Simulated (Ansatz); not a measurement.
Geometry optimisation, RKS PBE0-D4/def2-SVP (Ansatz 0.2.0).

input.yaml

```yaml
crystal:
  periodic: [false, false, false]
  atoms:
    - { symbol: Al, position_ang: [0.0, 0.0, 0.0] }
    - { symbol: H, position_ang: [1.0658, 0.0, 1.4006] }
    - { symbol: O, position_ang: [1.9504, 0.0, 0.3409] }
    - { symbol: H, position_ang: [2.2503, -0.9519, 0.186] }
    - { symbol: O, position_ang: [-1.5415, 0.0, -0.89] }
    - { symbol: H, position_ang: [-2.0512, -0.8467, -0.6815] }
basis:
  gaussian: { orbitals: def2-SVP }
hamiltonian:
  xc: pbe0
  dispersion: d4
relax:
  f_tol: 0.15
  max_steps: 25
  restrain:
    - { distance: [1, 2], at: 1.01, k: 30.0 }
    - { distance: [0, 1], at: 2.76, k: 30.0 }
    - { distance: [0, 2], at: 2.98, k: 30.0 }
```

Launched with:

```bash
$ ansatz run input.yaml --threads 1 --pin off --max-ram 2048MiB --backend cpu --events-out ev --progress --plain --runs-dir out
```

Problem. Where does it end, and by what steps?

Solution. It converged. The restraints hold the end off the free minimum. After 14 steps the energy has fallen by 2.009 eV (the restraints' own energy left out); Al1 moved furthest, 1.14 Å. Parted: Al1–O3 (1.98 → 2.97 Å). Joined: H2–O3 (1.38 → 0.98 Å).

```
step  energy less start (eV)  largest force component (eV/Å)  accepted
   0                  0.0000                           1.725       yes
   1                  0.3248                           2.984       yes
   2                  0.5906                           8.911       yes
   3                 -0.6260                           6.285       yes
   4                 -1.4291                           1.795       yes
   5                 -1.5390                           1.059       yes
   6                 -1.6946                           0.814       yes
   7                 -1.7764                           0.740       yes
   8                 -1.8302                           0.734       yes
   9                 -1.9240                           0.775       yes
  10                 -1.9515                           0.760       yes
  11                 -1.8575                           1.860        no
  12                 -1.9690                           0.765       yes
  13                 -1.9883                           0.761       yes
  14                 -2.0087                           0.728       yes
```

```xyz
6
Properties=species:S:1:pos:R:3
Al -0.844 0.499 0.573
H 1.854 0.253 1.119
O 2.031 -0.197 0.263
H 2.087 -1.128 0.510
O -1.510 -0.395 -0.692
H -1.943 -0.831 -1.418
```

Run time: 17 s on 1 thread of Arm Neoverse V2, on a shared host, peak memory 0.11 GiB.
